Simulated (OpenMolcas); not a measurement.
# What BSiH5F− (SMILES F[BH2-][SiH3]) costs in OpenMolcas

BSiH5F− has 8 atoms, charge -1, and is taken as a singlet. SMILES: `F[BH2-][SiH3]`. The shape is that of a GFN2-xTB optimisation.

```csv
atom,x (Å),y (Å),z (Å)
F,-1.9375,0.4066,-0.6610
B,-0.4995,0.3330,-0.9014
Si,0.4548,-0.2744,0.7295
H,-0.1395,1.4543,-1.2470
H,-0.3353,-0.4420,-1.8394
H,0.3739,0.5385,1.9790
H,1.9424,-0.4030,0.6297
H,0.1407,-1.6130,1.3105
```

Program: OpenMolcas 26.06. Hardware: 1 thread of Arm Neoverse V1, shared host, so times are rough. Two-electron integrals are exact unless an approximation is named.

(1) Estimate their order by wall time, quickest first.
A. gradient at B3LYP/6-311G**, grid UltraFine
B. gradient at TPSSh/aug-cc-pVDZ, grid UltraFine
C. gradient at HF/def2-SVP
D. gradient at HF/6-311+G**
E. gradient at HF/STO-3G

## Answers

(1) E (1.9 s), C (5.1 s), D (14 s), A (37 s), B (2.1 min).
